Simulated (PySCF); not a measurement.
**How the method moves the HOMO and LUMO of `[BH3-][PH3+]`**

Compound: BH6P.
Structure used (PBE0-D3(BJ)/def2-SVP), in Å, numbered top down from 1:
```xyz
8
BH6P angstrom
B     -1.145   -0.062   -0.019
P      0.773    0.043    0.010
H     -1.495    0.827    0.741
H     -1.428    0.132   -1.190
H     -1.380   -1.191    0.379
H      1.434   -0.141    1.250
H      1.505   -0.873   -0.785
H      1.382    1.253   -0.404
```

Basis pcSseg-2 throughout (PySCF), one geometry. Geometry: PBE0-D3(BJ)/def2-SVP; no solvent, vibrations or thermal averaging.

**Question.** How do the orbital energies, the gap and the dipole change with the method?

**Answer.** 
```
  method           kind  HOMO (eV)  LUMO (eV)  gap (eV)  μ (D)  SCF cycles
    BLYP            GGA      -7.20      -0.74      6.47   3.92          13
    OPBE            GGA      -7.23      -0.59      6.64   3.94          14
     PBE            GGA      -7.28      -0.72      6.56   3.93          13
   B97-D            GGA      -7.28      -0.61      6.67   3.96          12
     LDA            LDA      -7.30      -0.83      6.47   3.97          12
     KT2            GGA      -7.34      -0.66      6.68   3.88          13
    BP86            GGA      -7.39      -0.66      6.73   3.94          13
     KT3            GGA      -7.39      -0.83      6.56   3.88          12
   B3LYP  global hybrid      -8.40      -0.29      8.11   4.06          10
    PBE0  global hybrid      -8.58       0.03      8.61   4.10          11
mPW1PW91  global hybrid      -8.62       0.01      8.63   4.10          11
      HF   Hartree–Fock     -11.86       2.39     14.25   4.44           9
```

The HOMO spans 4.65 eV, from BLYP down to HF, and the gap runs from 6.47 eV (LDA) to 14.25 eV (HF). Over the methods BLYP (0 %), OPBE (0 %), PBE (0 %), B97-D (0 %), LDA (0 %), KT2 (0 %), BP86 (0 %), KT3 (0 %), B3LYP (20 %), PBE0 (25 %), mPW1PW91 (25 %), HF (100 %), a straight line through the gap against the share of exact exchange rises by 0.77 eV for each 10 % (correlation coefficient 0.999). The dipole ranges from 3.88 D (KT2) to 4.44 D (HF). This basis has no diffuse functions.
